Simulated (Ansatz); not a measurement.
C₂H₄, singlet: energies of several shapes or isomers

Computed with Ansatz's Gaussian-basis code (development build). Basis cc-pVDZ, nonrelativistic, 2 orbitals frozen in the corrections; active space CAS(2,2). Restricted Hartree–Fock, then the lowest state-specific CASSCF solution met for each case. Single-reference values can break down or jump between states where bonds are stretched. Solutions in different active orbitals can move differences by tenths of an eV and at times more than 1 eV.

Case A:

```xyz
6

C     0.0000    0.0000   -0.6653
C     0.0000    0.0000    0.6653
H     0.0000   -0.9311   -1.2403
H     0.0000    0.9311   -1.2403
H     0.0000   -0.9311    1.2403
H     0.0000    0.9311    1.2403
```

Case B:

```xyz
6

C     0.0000    0.0000   -0.6121
C     0.0000    0.0000    0.6121
H     0.0000   -0.8566   -1.1411
H     0.0000    0.8566   -1.1411
H     0.0000   -0.8566    1.1411
H     0.0000    0.8566    1.1411
```

Case C:

```xyz
6

C     0.0000    0.0000   -0.7185
C     0.0000    0.0000    0.7185
H     0.0000   -1.0056   -1.3395
H     0.0000    1.0056   -1.3395
H     0.0000   -1.0056    1.3395
H     0.0000    1.0056    1.3395
```

Energy less that of case A, in eV:

| case | RHF/ROHF | CASSCF |
| --- | --- | --- |
| B | +0.935 | +1.064 |
| C | +1.028 | +0.870 |

(1) Give the SC-NEVPT2 energies against case A.

(2) Which case is lowest, and do the methods agree?

## Answers

(1) B: +1.251 eV (28.8 kcal/mol); C: +0.684 eV (15.8 kcal/mol).

(2) A is lowest in SC-NEVPT2. Of the methods shown, RHF/ROHF, CASSCF agree.
